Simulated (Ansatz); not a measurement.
**Which is lower?**

Two relaxed structures of LiAlSiH$_{4}$, singlet (PBE0-D4/def2-TZVP; forces vanish, vibrations not checked).

A:

Li1  (-2.301, 0.148, -0.103)
Al2  (-0.466, -1.742, -0.198)
Si3  (0.036, 0.546, 0.019)
H4  (0.055, -3.138, -0.747)
H5  (-2.134, -1.643, -0.279)
H6  (-1.039, 0.740, 1.124)
H7  (1.278, 0.995, 0.709)
(Å)

B:

Li1  (-3.348, -1.980, -0.102)
Al2  (-0.986, -1.285, -0.034)
Si3  (0.223, 0.892, 0.039)
H4  (-2.548, -0.420, -0.051)
H5  (-0.093, 1.748, -1.149)
H6  (-0.149, 1.700, 1.244)
H7  (1.714, 0.783, 0.071)
(Å)

Program: Ansatz 0.2.0. Basis: def2-TZVPP. Cores are frozen in the correlated methods. The outer core shell of Li, Na, Mg and K is correlated. B3LYP uses VWN-RPA correlation.

(1) Which structure is lower at CCSD(T), and by how much? (An estimate is asked for; the value comes from the calculation.)

T1 diagnostic: at most 0.017. The restricted Hartree–Fock reference is unstable towards an unrestricted one at one or more of these structures.

Results:

(1) The calculation gives: A, by 0.497 eV (electronic energy, against the other). By their contacts, A is LiAlSiH₄ ([H]1[AlH]2[SiH]3[H][Li]123) and B is LiAlSiH₄ ([SiH3][Al]1[H][Li]1).

All methods give the same order:

```
   method  E(B) − E(A) (eV)
   PBE-D4             0.565
r2SCAN-D4             0.619
  PBE0-D4             0.523
 B3LYP-D4             0.471
  wB97M-V             0.523
       HF             0.238
      MP2             0.576
     CCSD             0.439
  CCSD(T)             0.497
```

Labels in which every atom is bracketed show which atoms are joined, not bond orders.

For scale, one of the runs: CCSD(T)/def2-TZVPP, 159 basis functions, launched by `ansatz run in.yaml --threads 2 --pin off --events-out ev --progress --plain --max-ram 4352MiB`. Time: 14 s of wall clock on 2 CPU threads of an Arm Neoverse V1; the host was shared. Peak host memory: 1 GiB.
